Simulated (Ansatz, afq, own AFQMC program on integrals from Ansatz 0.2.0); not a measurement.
## GeNH, triplet: AFQMC among the cluster methods

```yaml
atoms:
  - { symbol: Ge, position_ang: [0.0000, -0.0292, 0.3009] }
  - { symbol: N, position_ang: [0.0000, 0.0385, -1.5921] }
  - { symbol: H, position_ang: [0.0000, 1.5661, 0.4378] }
```

Connectivity, by distances: GeH–N.

Basis cc-pVDZ. Noble-gas cores (and the filled d shells of Ga–Kr and In–Xe) are frozen. Ansatz 0.2.0 and our own AFQMC program on the same integrals; the CISD trial comes from CCSD amplitudes, and released means the phaseless constraint is let go. Uncertainties: one standard error, sampling alone. No spin–orbit coupling.

Determinant: UHF, the one that the program's search chose, which needn't be the lowest solution. The geometry is a point of a scan.

No full CI on the walks' own integrals is used here; CCSDT(Q) serves as the reference and is uncertain by about the last step of the cluster series.

Cautions: no relativity below Rb; no spin-orbit coupling; inner d shell frozen; lower spins were not checked; an unrestricted solution with more broken spin lies lower (27 meV, ⟨S²⟩ 2.22); the ph-AFQMC/HF walk drifts between its halves (2.3 errors).

The T1 diagnostic is 0.0296 and the weight of the determinant in the CISD state is 0.873. The ⟨S²⟩ of the determinant is 2.023 and the size of the correlated space is 10 electrons in 31 orbitals.

| level | correlation energy (eV) |
| --- | --- |
| MP2 | -4.6362 |
| CCSD | -5.6626 |
| CCSD(T) | -5.8101 |

**Question.** Estimate where phaseless AFQMC with a CISD trial lies against CCSD(T) on the same integrals.

**Answer.** 2.3 ± 1.3 kJ/mol below CCSD(T). The gap is under twice the noise, so this walk alone can't tell the two apart.

Reference: CCSDT(Q), correlation energy -5.861 eV. The released energy is read at 2.40 1/Eh (meV from the phaseless value at times in 1/Eh: 6 ± 12 at 0.24, -8 ± 10 at 0.51, -19 ± 11 at 0.99, -8 ± 15 at 1.62, -32 ± 18 at 2.40).

```
         level  E − E(reference) (kJ/mol)  share of correlation (%)
       CCSD(T)                        4.9                     99.13
         CCSDT                        1.2                     99.78
   ph-AFQMC/HF                  4.3 ± 4.6                     99.24
 ph-AFQMC/CISD                  2.6 ± 1.3                     99.55
released AFQMC                 -0.6 ± 1.7                    100.10
```

A walk keeps the symmetry of its determinant, which the program's search chose and which needn't be the lowest solution, so a lower state of the same spin and another symmetry isn't excluded. Released energies are given only where the last usable release times agree within the noise; a slower fall can still hide under it.
